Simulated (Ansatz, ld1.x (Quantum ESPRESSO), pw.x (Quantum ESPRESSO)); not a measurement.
## pw.x on diamond Be: one setting changed

Potential: norm-conserving Troullier–Martins (Kleinman–Bylander form), ld1.x (Quantum ESPRESSO) 7.5, PBEsol; core [He], reference 2s1 2p0; waves: 2p (bound, empty): rc 2.60 bohr; 2s (bound): rc 1.50 bohr; local part: the s channel; core correction: Bessel-smoothed model core, default radius (core density twice the valence density).

The reference run (k-mesh 9³, cutoffs 50/200 Ry, Fermi–Dirac 0.01 Ry, mixing_beta 0.4, conv_thr 1e-9, no spin) gives -0.52 GPa at 14.533 Å³/atom, where all-electron LAPW gives -0.11 GPa. This run, with its own iteration cap, changes conv_thr to 0.0001.

```
&control
  calculation='scf', prefix='x', pseudo_dir='./', outdir='./tmp', tstress=.true., disk_io='none'
/
&system
  ibrav=0, nat=2, ntyp=1, ecutwfc=50, ecutrho=200, nbnd=9,
  occupations='smearing', smearing='fd', degauss=0.01
/
&electrons
  conv_thr=0.0001, mixing_beta=0.4, electron_maxstep=50
/
ATOMIC_SPECIES
Be 1.0 Be.UPF
CELL_PARAMETERS angstrom
  0.00000000 2.44034798 2.44034798
  2.44034798 0.00000000 2.44034798
  2.44034798 2.44034798 0.00000000
ATOMIC_POSITIONS crystal
Be 0.0000 0.0000 0.0000
Be 0.2500 0.2500 0.2500
K_POINTS automatic
9 9 9 0 0 0
```

```bash
pw.x < Be.scf.in > Be.scf.out
```

How does the run end?

It converges in 3 iterations; the free energy moves by +0.0 meV/atom and the pressure by +0.01 GPa. The result is that of the reference run.

```
Message from routine setup:
     using ibrav=0 with symmetry is DISCOURAGED, use correct ibrav instead
     lattice parameter (alat)  =       6.5218  a.u.
     unit-cell volume          =     196.1471 (a.u.)^3
     number of electrons       =         4.00
     number of Kohn-Sham states=            9
     kinetic-energy cutoff     =      50.0000  Ry
     charge density cutoff     =     200.0000  Ry
     scf convergence threshold =      1.0E-04
     Exchange-correlation= PBESOL
     number of k points=    35  Fermi-Dirac smearing, width (Ry)=  0.0100
     iteration #  1     ecut=    50.00 Ry     beta= 0.40
     total energy              =      -5.94665680 Ry
     estimated scf accuracy    <       0.00747534 Ry
     iteration #  2     ecut=    50.00 Ry     beta= 0.40
     total energy              =      -5.94606395 Ry
     estimated scf accuracy    <       0.00224478 Ry
     iteration #  3     ecut=    50.00 Ry     beta= 0.40
     the Fermi energy is     2.3926 ev
!    total energy              =      -5.94619738 Ry
     estimated scf accuracy    <       0.00000869 Ry
     smearing contrib. (-TS)   =      -0.00415016 Ry
     The total energy is F=E-TS. E is the sum of the following terms:
     one-electron contribution =       2.35576739 Ry
     hartree contribution      =       0.11289452 Ry
     xc contribution           =      -3.73830861 Ry
     ewald contribution        =      -4.67240051 Ry
     convergence has been achieved in   3 iterations
          total   stress  (Ry/bohr**3)                   (kbar)     P=       -5.02
     Message from routine punch:
     Nothing written, as per user request (disk_io='none')
```

The run took about 1.9 s on one core of a shared host (Neoverse-V1, 32 threads, 247 GiB, load 20).
